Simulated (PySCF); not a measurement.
## Structure elucidation problem

The spectra below were simulated for a compound C$_{3}$H$_{2}$FN.

¹H NMR (600 MHz, computed): δ 7.48 (dd, J = 83.6, 13.1 Hz, 1H), 5.41 (dd, J = 13.1, 10.3 Hz, 1H).

¹³C{¹H} NMR (computed): δ 184.0 (CH, d, J = 367.9 Hz), 121.6 (C, d, J = 13.1 Hz), 96.7 (CH, d, J = 26.6 Hz).

Theoretical values (PySCF 2.14.0 with density-fitted response routines): geometry from PBE0-D3(BJ)/def2-SVP, J: B3LYP/pcJ-1, shieldings: GIAO CAM-B3LYP/pcSseg-2. No relativistic terms, in vacuum, one conformer.

δ = σ(ref) − σ, references computed at the same level: ¹H (σ = 31.34 ppm) and ¹³C (σ = 182.55 ppm) against TMS.

Deduce the structure.

Answers


The formula gives 3 degrees of unsaturation (no ring in the answer). 3 carbon signals for 3 carbons: no two carbons are equivalent. Carbon types of the structure: 1 × C, 2 × CH, which accounts for all hydrogens. δC 184.0, 96.7: alkene CH. δC 121.6: nitrile carbon; this is the usual window of a C≡N carbon, which has no attached hydrogen. δH 7.48, 5.41: hydrogen on an alkene CH; attached to an sp2 carbon and in the plane of the double bond. The protons at 5.41 and 7.48 share a coupling of 13.1 Hz (vicinal, trans across C=C).

The compound is 3-fluoropropenenitrile (SMILES F/C=C/C#N).

This is the structure that produced the data.

Common functionals overestimate the size of one-bond C–F couplings by tens of Hz; these are unscaled. Splittings below 1 Hz are ignored in the labels, and close J values are merged. Unscaled 3J(H,H) at this level run about 10 % above measured values. Shifts are as computed, not scaled to solution data. Of 1211 compounds with measured shifts, 218 miss one by over three times the rms of a fit or turn the order of signals round; such compounds aren't used in these exercises.
